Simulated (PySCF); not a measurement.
# Stretching Li2

Set-up: PySCF, no relativity, basis sets Li def2-TZVP. Energies in eV from Li + Li in their ground configurations at the same level. State: ¹Σg⁺ (singlet), closed shell.

| R (Å) | PBE0 |
| --- | --- |
| 2.356 | -0.6796 |
| 2.466 | -0.7538 |
| 2.576 | -0.7981 |
| 2.658 | -0.8150 |
| 2.740 | -0.8204 |
| 2.822 | -0.8158 |
| 2.932 | -0.7970 |
| 3.069 | -0.7572 |
| 3.233 | -0.6921 |
| 3.452 | -0.5861 |

Q: Put a parabola through the three lowest points of the PBE0 curve and estimate Re, k and ωe (reduced mass 3.508 u; 1 eV/Å² = 0.16022 mdyn/Å; ωe = 1302.8·√(k/μ) cm⁻¹).

A: Through R = 2.658, 2.74, 2.822 Å the second-order coefficient is 0.744 eV/Å², so Re ≈ 2.743 Å, k ≈ 0.238 mdyn/Å and ωe ≈ 340 cm⁻¹. A polynomial fit of higher order to the unrounded PBE0 energies gives Re = 2.741 Å, k = 0.233 mdyn/Å, ωe = 336 cm⁻¹; anharmonicity and rounding make the difference.

The higher-order fit for each curve: PBE0: Re = 2.741 Å, ωe = 336 cm⁻¹, De = 0.82 eV.

Closed-shell solutions of metal pairs were not tested for spin polarisation, which can lower them a little.
